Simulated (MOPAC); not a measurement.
MOPAC input (PM3):

```
PM3 1SCF UHF MS=0.5 GEO-OK AUX(PRECISION=9) THREADS=1
C2H5O

C    -0.05597168 1    1.17374823 1   -0.34374154 1
O    -0.24944197 1    0.11586462 1    0.47547716 1
C     0.18257024 1   -1.13520039 1   -0.03911133 1
H     0.70352290 1    1.10180967 1   -1.11412819 1
H    -0.33963666 1    2.12104925 1    0.08788748 1
H     0.00612759 1   -1.87648924 1    0.73690867 1
H    -0.38403480 1   -1.39909118 1   -0.93654013 1
H     1.24996536 1   -1.10548243 1   -0.28082782 1
```

What heat of formation does the run end on, and which ionisation energy by Koopmans theorem?

-18.87 kcal/mol; 8.83 eV.
